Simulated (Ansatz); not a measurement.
Relaxation of C₂H₅NS (9 atoms, charge 0, multiplicity 1), to a largest force component of 0.02 eV/Å in at most 50 steps.

Theory: RKS B3LYP-D4/6-31G (Ansatz 0.2.0).

```xyz
9
Properties=species:S:1:pos:R:3:forces:R:3
C -0.260 1.489 0.049 -1.13 5.39 1.19
N -0.373 0.434 -0.614 2.48 -6.33 -1.26
C 0.487 -0.664 -0.364 0.86 -0.46 0.64
S -0.507 -2.152 0.023 0.53 -1.06 -1.58
H 0.497 1.652 0.826 -0.46 -0.62 -0.28
H -0.937 2.302 -0.163 0.22 0.44 -0.18
H 1.212 -0.502 0.449 -0.15 0.28 -0.46
H -0.741 0.030 -1.499 -1.44 1.96 0.58
H -1.128 -1.636 1.082 -0.93 0.41 1.36
```

Q: Where does it end, and by what steps?

A: The forces met the threshold. Limits of this set-up: no polarisation functions. After 9 steps the energy has fallen by 1.569 eV; H9 moved furthest, 1.02 Å.

```tsv
step	energy less start (eV)	largest force component (eV/Å)	accepted
0	0.0000	6.334	yes
1	-0.8062	3.777	yes
2	-1.2318	1.113	yes
3	-1.3804	1.270	yes
4	-1.4626	0.462	yes
5	-1.5283	0.298	yes
6	-1.5633	0.126	yes
7	-1.5688	0.062	yes
8	-1.5684	0.156	no
9	-1.5695	0.019	yes
```

```xyz
9
Properties=species:S:1:pos:R:3
C -0.109 1.763 -0.143
N -0.372 0.461 -0.300
C 0.266 -0.646 0.141
S -0.356 -2.266 -0.344
H 0.751 2.065 0.435
H -0.761 2.481 -0.610
H 1.177 -0.543 0.708
H -1.199 0.247 -0.859
H -1.146 -2.608 0.760
```

Run time: 21 s on 1 thread of Arm Neoverse V2 (shared host), peak memory 0.22 GiB.
